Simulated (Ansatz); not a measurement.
Cohesive energy of some hcp solids

Method: PBE in Ansatz (plane waves, PAW). References are measured values corrected to a static lattice or taken at low temperature (these still hold zero-point motion). The table is a random draw of 8 from 10 solids with such references.

Values in eV/atom.

```csv
solid,reference,PBE,error (eV/atom)
hcp Co,4.47*,5.02,+0.55
hcp Zn,1.38*,1.11,-0.27
hcp Mg,1.51,1.50,-0.01
hcp Sc,3.93*,4.12,+0.19
hcp Zr,6.32*,6.20,-0.12
hcp Be,3.32,3.73,+0.41
hcp Ti,4.88*,5.28,+0.40
hcp Cd,1.18*,0.75,-0.43
```

Over these 8 solids the mean error is +0.09 eV/atom, the mean absolute error 0.30 eV/atom (median 0.34 eV/atom), and the worst case hcp Co at +0.55 eV/atom; the value is above the reference in 4 of 8 cases. Over all 10, from unrounded values, the mean error is +0.04 eV/atom and the mean absolute error 0.27 eV/atom (median 0.25 eV/atom).

A star marks references brought to a static lattice; the others are low-temperature values that still hold zero-point motion, which matters most for light elements.

Differences are worked out from the printed values.

Free atoms are spin-polarised, in the lowest state found; at levels without +SOC their spin–orbit coupling is left out. Each level is taken at its own relaxed cell. Ansatz's density-functional and Hartree–Fock values are scalar-relativistic unless marked +SOC, with PAW data made under PBE.

Ansatz's runs of these crystals have no spin polarisation, but for hcp Co.

Density-functional runs with spin start from parallel moments for hcp Co.

Not in this set, of the hcp solids with a reference value in our tables and a result at some level: 5 for the spin–orbit terms of free Br, In, Sn, Te, I and atoms past barium, a cut that leaves lighter open-shell atoms' terms in the errors; 1 for sources at odds. These can be a level's best or worst cases. Solids without a released value at any level aren't counted. Layered and molecular crystals are counted apart. The metals Ce to Yb are counted apart.

References as tabulated in Jana et al. (2018), arXiv:1807.00350; Kittel's textbook; Mejia-Rodriguez and Trickey (2018), arXiv:1807.09216.

Ansatz is an electronic-structure program.
